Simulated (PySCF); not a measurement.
# Potential energy of Mg₂ along the bond

Set-up: PySCF, no relativity, basis sets Mg 3-21G. Energies in eV from Mg + Mg in their ground configurations at the same level. State: ¹Σg⁺ (singlet), closed shell.

```json
{"R (Å)": "3.172", "RHF-CCSD": "", "PW91": "-0.1358", "PBE0": "-0.0748"}
{"R (Å)": "3.319", "RHF-CCSD": "0.1901", "PW91": "-0.1579", "PBE0": "-0.1044"}
{"R (Å)": "3.467", "RHF-CCSD": "0.1403", "PW91": "-0.1646", "PBE0": "-0.1181"}
{"R (Å)": "3.577", "RHF-CCSD": "0.1099", "PW91": "-0.1637", "PBE0": "-0.1220"}
{"R (Å)": "3.688", "RHF-CCSD": "0.0840", "PW91": "-0.1597", "PBE0": "-0.1226"}
{"R (Å)": "3.799", "RHF-CCSD": "0.0618", "PW91": "-0.1538", "PBE0": "-0.1208"}
{"R (Å)": "3.946", "RHF-CCSD": "0.0373", "PW91": "-0.1440", "PBE0": "-0.1159"}
{"R (Å)": "4.131", "RHF-CCSD": "0.0136", "PW91": "-0.1301", "PBE0": "-0.1073"}
{"R (Å)": "4.352", "RHF-CCSD": "-0.0059", "PW91": "-0.1127", "PBE0": "-0.0948"}
{"R (Å)": "4.647", "RHF-CCSD": "", "PW91": "-0.0906", "PBE0": "-0.0774"}
```

Problem. Put a parabola through the three lowest points of the PW91 curve and estimate Re, k and ωe (reduced mass 11.99 u; 1 eV/Å² = 0.16022 mdyn/Å; ωe = 1302.8·√(k/μ) cm⁻¹).

Solution. Through R = 3.319, 3.467, 3.577 Å the second-order coefficient is 0.207 eV/Å², so Re ≈ 3.502 Å, k ≈ 0.0664 mdyn/Å and ωe ≈ 97 cm⁻¹. A polynomial fit of higher order to the unrounded PW91 energies gives Re = 3.495 Å, k = 0.0553 mdyn/Å, ωe = 88.5 cm⁻¹; anharmonicity and rounding make the difference.

The higher-order fit for each curve: PW91: Re = 3.495 Å, ωe = 88.5 cm⁻¹, De = 0.165 eV; PBE0: Re = 3.653 Å, ωe = 69.4 cm⁻¹, De = 0.123 eV. RHF-CCSD gives no reliable minimum on this grid.

Correlated steps freeze 2 core orbitals. Closed-shell solutions of metal pairs were not tested for spin polarisation, which can lower them a little. The bond is weak. Basis-set superposition, not corrected here, can be much of De in a small basis, most of all at correlated wavefunction levels. Functionals without a dispersion term scatter widely for such bonds, and LDA overbinds them. 3-21G is very small, so such numbers show the basis as much as the molecule.
